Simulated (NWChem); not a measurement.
Atomisation of formic acid (CH$_{2}$O$_{2}$)

```
C
O 1 1.1990
O 1 1.3401 2 125.20
H 3 0.9748 1 107.25 2 0.00
H 1 1.1111 2 125.27 3 180.00
```
Charge 0, spin multiplicity 1.

The numbers come from NWChem runs, not from measurements. Structure: optimised with B3LYP/def2-SVP, a minimum by its harmonic frequencies. It is one conformer; others weren't searched.

Basis set: def2-TZVP. The atomisation energy is electronic alone: no zero-point, thermal, spin-orbit or counterpoise terms. No value is extrapolated to the basis-set limit. Free atoms are single determinants with multiplicities O 3, C 3, H 2.

B3LYP has NWChem's definition, with VWN1-RPA local correlation. The stability of the SCF solutions was not checked. Open-shell Hartree-Fock references start from PBE0 orbitals.

Problem. One of these methods gave an atomisation energy of 497.1 kcal/mol. Which?
A) B3LYP
B) HF
C) PBE0
D) CAM-B3LYP

Solution. A, B3LYP. The others give 499.1 (PBE0), 500.7 (CAM-B3LYP), 329.3 (HF).
